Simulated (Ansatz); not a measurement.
Born–Oppenheimer molecular dynamics of CH$_{9}$NSi (12 atoms, charge 0, multiplicity 1). It starts at the highest image of a converged band. Of that band: Neighbouring images differ by up to 1.4 eV, so the band resolves the path poorly. A vibrational analysis at the climbing image gives one clearly imaginary mode, 1289i cm⁻¹: a first-order saddle point.

These are results of RKS PBE0/def2-SVP (Ansatz 0.2.0), not measurements.

* ensemble: NVE (velocity Verlet)
* time step: 0.5 fs
* steps asked: 200
* starting velocities drawn for: 100 K
* seed: 10910

First frame:

```xyz
12
Properties=species:S:1:pos:R:3
Si -0.640 -0.122 -0.007
N 0.476 -0.791 1.392
H -0.979 -1.516 -0.538
H -1.972 0.330 0.487
C 0.166 0.646 -1.525
H 0.456 0.395 1.568
H 0.027 1.325 1.014
H 0.057 -1.450 2.051
H 1.379 -1.152 1.080
H 0.217 1.741 -1.469
H 1.194 0.259 -1.623
H -0.382 0.335 -2.429
```

How far do the bonds stretch over the last three quarters of this one trajectory? (Pairs bonded in most of those frames.)


```csv
bond,mean (Å),spread (Å),shortest,longest
Si1–H3,1.511,0.027,1.48,1.57
Si1–H4,1.509,0.025,1.47,1.56
Si1–C5,1.901,0.019,1.87,1.93
Si1–H7,1.508,0.038,1.45,1.58
N2–H6,1.022,0.012,1.00,1.05
N2–H8,1.022,0.008,1.01,1.03
N2–H9,1.022,0.010,1.00,1.04
C5–H10,1.103,0.010,1.08,1.12
C5–H11,1.103,0.012,1.08,1.12
C5–H12,1.103,0.009,1.09,1.12
```

Mean temperature of the second half: 1158 K. The conserved energy stayed within 0.044 meV per atom of its start (net change 0.019 meV per atom), so the integration is sound. The system heated up, since it started high on the potential surface and ran downhill. A run of 0.1 ps of so small a system gives no equilibrium averages. The orbitals stay closed-shell, which can raise the energy where a bond breaks towards radicals; this wasn't checked here.

Time of the run: 5.7 min on 2 threads of Arm Neoverse V1 (shared host), peak memory 0.17 GiB.
